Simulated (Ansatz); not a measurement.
## C6H6, SMILES C1=CC2C3C1C23: a single point in a Gaussian basis, step by step

Program: the Python package of Ansatz (0.2.0).

Typed at the interpreter:
```pycon
>>> from pathlib import Path
>>> import warnings
>>> import ansatz as az
>>> from ase import Atoms
>>> BASIS = "def2-SVPD"
>>> warnings.simplefilter("ignore", az.DeckWarning)
>>> atoms = Atoms(["C", "C", "C", "C", "C", "C", "H", "H", "H", "H", "H", "H"], positions=[
...     (0.9933, 0.9538, 0.4678),
...     (1.4341, -0.121, -0.2095),
...     (0.2218, -0.8952, -0.5501),
...     (-0.809, -0.6761, 0.5463),
...     (-0.4766, 0.8077, 0.523),
...     (-0.932, 0.0788, -0.7316),
...     (1.5706, 1.7614, 0.8893),
...     (2.4497, -0.3821, -0.4615),
...     (0.2779, -1.8187, -1.1011),
...     (-1.7231, -1.1907, 0.7681),
...     (-1.0984, 1.5372, 1.0138),
...     (-1.9082, -0.055, -1.1545),
... ])
>>> system = az.Crystal.molecule_from_ase(atoms)
>>> model = (
...     system.calculation()
...     .basis(gaussian=BASIS)
...     .functional(az.LibraryFunctional("BHLYP"))
...     .orbitals()
... )
>>> done = model.run(runs_dir="out")

>>> rep = done.report
>>> rep["n_occupied"], rep["n_virtual"]
([21, 21], [147, 147])
>>> print(f"E = {rep['free_energy_ev']:.6f} eV = {rep['free_energy_ev'] / 27.211386246:.7f} Ha")
E = -6307.619084 eV = -231.8007259 Ha
>>> print("converged:", rep["converged"], " doubts:", rep["published_state_doubts"] or "none")
converged: True  doubts: none
>>> state = rep["mean_field"]["state"]
>>> print(f"mean field: {state['energy']['hartree']:.7f} Ha, <S^2> = {abs(state['spin_squared']):.4f}, stability: {state.get('stability', {}).get('kind')}")
mean field: -231.8007259 Ha, <S^2> = 0.0000, stability: minimum
>>> lines = Path(rep["orbitals_path"]).read_text().splitlines()
>>> field_of = lambda key: [line.split("=")[1].strip() for line in lines if line.startswith(key)]
>>> orbitals = [(27.211386 * float(e), s, float(n)) for e, s, n in zip(field_of("Ene="), field_of("Spin="), field_of("Occup="))]
>>> homo = max(e for e, _, n in orbitals if n > 0.5)
>>> lumo = min(e for e, _, n in orbitals if n < 0.5)
>>> for e, spin, n in sorted(orbitals):
...     if homo - 6 < e < lumo + 5:
...         print(f"{spin:6s} {e:10.3f} eV  occupation {n:.0f}")
...
Alpha     -12.391 eV  occupation 2
Alpha     -12.278 eV  occupation 2
Alpha     -12.212 eV  occupation 2
Alpha     -11.824 eV  occupation 2
Alpha      -9.846 eV  occupation 2
Alpha      -8.419 eV  occupation 2
Alpha      -7.441 eV  occupation 2
Alpha       1.191 eV  occupation 0
Alpha       1.469 eV  occupation 0
Alpha       1.970 eV  occupation 0
Alpha       1.985 eV  occupation 0
Alpha       2.277 eV  occupation 0
Alpha       2.644 eV  occupation 0
Alpha       2.700 eV  occupation 0
Alpha       3.362 eV  occupation 0
Alpha       3.761 eV  occupation 0
Alpha       4.755 eV  occupation 0
Alpha       4.818 eV  occupation 0
Alpha       5.020 eV  occupation 0
Alpha       5.212 eV  occupation 0
Alpha       5.541 eV  occupation 0
Alpha       5.659 eV  occupation 0
Alpha       5.766 eV  occupation 0
Alpha       6.153 eV  occupation 0
```

The settings weren't tested for convergence. The geometry is a force-field or estimated start, not a minimum of this method, and the basis set is short of its limit. Alpha marks a spatial orbital of a restricted run, filled by both spins. Levels such as HOMO and LUMO are orbital energies: with these approximate functionals they aren't the ionisation energy and electron affinity, and their gap isn't the fundamental gap. Run time: 7.5 s on 1 thread of Arm Neoverse V1, on a shared host, peak memory 0.44 GiB.

(Lines on the test bed's own set-up are left out of the output.)
